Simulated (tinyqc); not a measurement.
Extended Hueckel theory, for LiH, step by step. One step of it, computed by the program tinyqc.

Question. Wolfsberg-Helmholz matrix. H_ij = K' S_ij (H_ii + H_jj)/2 for i != j (the diagonal keeps H_ii), with K' = 1.5.

overlap S, lower triangle:
```
,1Li 2s,1Li 2px,1Li 2py,1Li 2pz,2H 1s
1Li 2s,1.000000
1Li 2px,0.000000,1.000000
1Li 2py,0.000000,0.000000,1.000000
1Li 2pz,0.000000,0.000000,0.000000,1.000000
2H 1s,0.357886,0.000000,0.000000,0.479262,1.000000
```

diagonal H_ii (eV): 1Li 2s -5.400000, 1Li 2px -3.500000, 1Li 2py -3.500000, 1Li 2pz -3.500000, 2H 1s -13.600000

K = 1.500000

Give: H.

Answer.

H (eV), lower triangle:
```
,1Li 2s,1Li 2px,1Li 2py,1Li 2pz,2H 1s
1Li 2s,-5.400
1Li 2px,0.000,-3.500
1Li 2py,0.000,0.000,-3.500
1Li 2pz,0.000,0.000,0.000,-3.500
2H 1s,-5.100,0.000,0.000,-6.147,-13.600
```
